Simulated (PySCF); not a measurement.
nitrogen (N2), SMILES N#N. Heavy atoms are numbered as in [N:1]#[N:2].

The structure is a stationary point at B3LYP-D3(BJ)/def2-TZVPD.

Method: PBE0/pcSseg-2 (PySCF).

GIAO shieldings, no solvent; atoms alike by connectivity are averaged. δ = σ(ref) − σ: ¹⁵N against NH3 (σ = 263.3 ppm), references at their B3LYP-D3(BJ)/def2-TZVP geometries, non-relativistic.

Computed chemical shifts:
| nucleus | atoms | count | δ (ppm) |
|---|---|---|---|
| ¹⁵N | N1 | 2 | 351.2 |
